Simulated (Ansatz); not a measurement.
SiHF: shapes and states compared

Computed with Ansatz's Gaussian-basis code (development build). Basis cc-pV(T+d)Z on Si, cc-pVTZ on H/F, nonrelativistic, 6 orbitals frozen in the corrections; active space CAS(6,6). Restricted Hartree–Fock, then the lowest state-specific CASSCF solution met for each case. Coupled cluster stands on the determinant that it favours, not always the lowest RHF. Single-reference values can break down or jump between states where bonds are stretched. Unlike active orbitals can shift such differences by tenths of an eV, at times by over 1 eV.

Case A, triplet:

```xyz
3

Si    0.0000    0.0000    0.0000
H     1.0135    1.1435    0.0000
F     1.0632   -1.1996    0.0000
```

Case B, singlet: the shape of A.

Energy less that of case A, in eV:

| case | RHF/ROHF | CASSCF | CCSD(T) |
| --- | --- | --- | --- |
| B | -1.187 | -2.514 | -1.857 |

Task: Give the SC-NEVPT2 energies against case A.

Result: B: -1.417 eV (-32.7 kcal/mol).

Task: Which case is lowest, and do the methods agree?

Result: B is lowest in SC-NEVPT2. Of the methods shown, RHF/ROHF, CASSCF, CCSD(T) agree.
